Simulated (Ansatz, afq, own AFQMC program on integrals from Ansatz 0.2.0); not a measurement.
AFQMC on a folder of integrals that Ansatz 0.2.0 wrote.

```yaml
crystal:
  periodic: [false, false, false]
  atoms:
    - {symbol: V, position_ang: [0.001798, -0.001800, 0.001880]}
    - {symbol: H, position_ang: [0.979595, 0.979111, 1.017430]}
    - {symbol: H, position_ang: [-0.979984, -0.977370, 1.018729]}
    - {symbol: H, position_ang: [-1.072531, 1.073485, -1.121364]}
    - {symbol: H, position_ang: [0.982028, -0.984253, -1.009827]}
basis:
  gaussian: {orbitals: def2-TZVP}
magnetization: {spin_polarized: false, initial_magnetization: 3}
correlation: {method: ccsd_t, electrons: outside_noble_gas, hamiltonian_folder: ham}
```

```sh
$ ansatz run in.yaml --threads 1 --pin off --events-out ev --progress --plain --max-ram 24576MiB --backend cuda --devices 0, --max-vram 18GiB
```

afq runs on the folder ham with

```
--method phaseless --trial hf --walkers 4000 --populations 20 --least-time 40 --time-step 0.005 --steps-per-block 20 --equilibration-blocks 160 --max-blocks 4000 --target-error 0.0009000 --factor-cut 1e-05 --start spin_pure --seed 1506 --taylor-order 6
```

Times are imaginary, in 1/Eh. The walk had a cap of 83 s. With eight or more populations the least sampling time is a fifth of least-time, and the error comes from their spread.

afq prints:

```
orbitals 60  electrons 6 3  factors 487 of 587
reference energy -945.00959480 Eh
CCSD correlation -0.16516960 Eh in 21 cycles, weight of the determinant in the CISD state 0.8281
energy of the start -945.009599 Eh
 block  time / (1/Eh)  mean weight  energy / Eh
     1     0.100  1.0007  -945.041504
     2     0.200  1.0012  -945.064020
     3     0.300  1.0008  -945.081754
     4     0.400  1.0009  -945.095126
     5     0.500  1.0008  -945.104863
    10     1.000  1.0001  -945.135807
    29     2.900  1.0004  -945.168331
    43     4.300  1.0003  -945.181617
    78     7.800  1.0000  -945.181861
   113    11.300  1.0000  -945.191480
   148    14.800  0.9997  -945.188648
   183    18.300  0.9998  -945.187816
   218    21.800  1.0000  -945.187496
   253    25.300  1.0004  -945.190334
   274    27.400  0.9997  -945.197092
   288    28.800  1.0005  -945.184943
   295    29.500  1.0003  -945.187798
error from the spread of 20 populations
energy -945.189497 +/- 0.000867 Eh
(rows thinned)
```

The run passed its tests (sampling time, drift between the halves within three errors, error under three times the target), which doesn't prove that it has relaxed.

Against this walk (error 23.6 meV) on the same determinant: CCSD(T) 159.4 meV higher, CCSDT(Q) 86.4 meV higher, a separate phaseless walk with a CISD trial and standard settings 132.2 ± 24.0 meV higher. The error is statistical and leaves out the bias of the constraint. None of these is a sure reference here.

Cautions: constraint bias not in the error; no relativity below Rb; outer-core shells of the metal frozen; lower spins were not checked; higher spins were not checked; a spin-contaminated unrestricted determinant lies lower (UHF 185 meV lower, ⟨S²⟩ 3.82); strong correlation (T1 0.068, weight of the determinant 0.83, largest double 0.04); CCSDT(Q) on the UHF determinant differs (87 meV lower), by its state or its frozen core.

The walk took 41 s on 1 × NVIDIA H100 80GB HBM3 with 2 threads of AMD EPYC 7R13 Processor (Zen 3) (shared host) (the card was shared). The log's last line is the phaseless energy.

CCSDT and higher add their correlation energy to the determinant of the CCSD(T) run, since their own runs factorise the integrals more tightly (a shift of under 2 meV). A walk keeps the symmetry of its determinant, which the program's search chose and which needn't be the lowest solution, so a lower state of the same spin and another symmetry isn't excluded.
